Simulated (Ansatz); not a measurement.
# BHO (singlet): the correlation ladder at distance B1–O2 = 1.321 Å, cc-pVDZ

One table from this session's results is given with a row withheld; the runs are named, their logs left out.

Program: Ansatz 0.2.0, Gaussian basis. Level of theory: cc-pVDZ, core rule «outside noble gas», up to 2 orbitals frozen. These are calculated values, not measurements.

Plan: UHF; CCSD(T) on RHF; BCCD(T) on RHF; CISD; CCSDT(Q) on RHF; CASSCF and MRCISD+Q, 2 electrons in 2 orbitals; CASSCF and NEVPT2, 2 electrons in 2 orbitals; CASSCF and MRCISD+Q, 10 electrons in 9 orbitals; CASSCF and NEVPT2, 10 electrons in 9 orbitals.

33 further runs of the same task are left out: 6 for a known fault of the program, 18 that didn't finish, 9 set aside as unsound or not needed.

## The geometry

The geometry derives from a PBE0/def2-TZVP stationary point (not a proven minimum). One bond is set to the value named and the two fragments are kept rigid.

3 atoms, charge 0, spin multiplicity 1.

Atoms are counted from 1 here; the program's logs count them from 0.

Bond lengths: B1–O2 1.321 Å, B1–H3 1.173 Å. Angles: O2–B1–H3 180.0°.

Set-up of the first run:

Input file in.yaml:

```yaml
crystal:
  periodic: [false, false, false]
  atoms:
    - {symbol: B, position_ang: [0.000000, 0.000000, 0.049431]}
    - {symbol: O, position_ang: [0.000000, 0.000000, -1.271569]}
    - {symbol: H, position_ang: [0.000000, 0.000000, 1.222138]}
basis:
  gaussian: {orbitals: cc-pVDZ}
magnetization: {spin_polarized: true, initial_magnetization: 0}
hamiltonian: {xc: hf}
output: {orbitals: {seedname: orbitals}}
```

Run with:

```sh
$ ansatz run in.yaml --threads 1 --pin off --events-out ev --progress --plain --max-ram 2393MiB
```

Steps of the session up to this table: UHF; CCSD(T) on RHF; BCCD(T) on RHF; CISD; CCSDT(Q) on RHF; CASSCF and MRCISD+Q, 2 electrons in 2 orbitals; CASSCF and NEVPT2, 2 electrons in 2 orbitals; CASSCF and MRCISD+Q, 10 electrons in 9 orbitals; CASSCF and NEVPT2, 10 electrons in 9 orbitals.

One of the session's tables, all rows but one given; the rest of the session is left out.

```
          method  from RCCSDT(Q) (meV)
             RHF               +8156.1
            RMP2                +480.5
            CISD                +909.6
           RCCSD                +374.0
        RCCSD(T)                 +56.6
         BCCD(T)                 +55.1
          RCCSDT                 +37.8
       RCCSDT(Q)                     0
     CASSCF pair               +7488.5
     NEVPT2 pair                +497.6
     MRCISD pair                +771.8
   MRCISD+Q pair                +160.8
  CASSCF valence               +4165.3
  NEVPT2 valence                     ?
  MRCISD valence                +207.7
MRCISD+Q valence                 +34.8
```

**Question.** Estimate the row for NEVPT2 valence.

**Answer.** from RCCSDT(Q) (meV): +854.3. In the column «from RCCSDT(Q) (meV)» it lies between MRCISD pair (+771.8) and CISD (+909.6).
